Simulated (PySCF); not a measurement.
H3N, SMILES N (PBE0/def2-SVP optimised geometry):

```
4

N     -0.376    -0.316     0.000
H      0.644    -0.316     0.000
H     -0.644    -0.668    -0.919
H     -0.644     0.668     0.000
```

Calculation: PBE0/def2-TZVP in PySCF 2.14.0.

Question: What are the frontier orbital energies and the dipole moment?

Answer: HOMO-2 -12.78 eV, HOMO-1 -12.78 eV, HOMO -7.69 eV, LUMO 1.01 eV, LUMO+1 3.28 eV; dipole moment 1.78 D.

On the same geometry PBE/def2-TZVP (PySCF) gives HOMO-2 -11.11 eV, HOMO-1 -11.11 eV, HOMO -6.07 eV, LUMO 0.20 eV, LUMO+1 2.41 eV; dipole moment 1.75 D.

Meta-Löwdin charges at PBE0/def2-TZVP: N1 -0.67, H2 0.22, H3 0.22, H4 0.22.
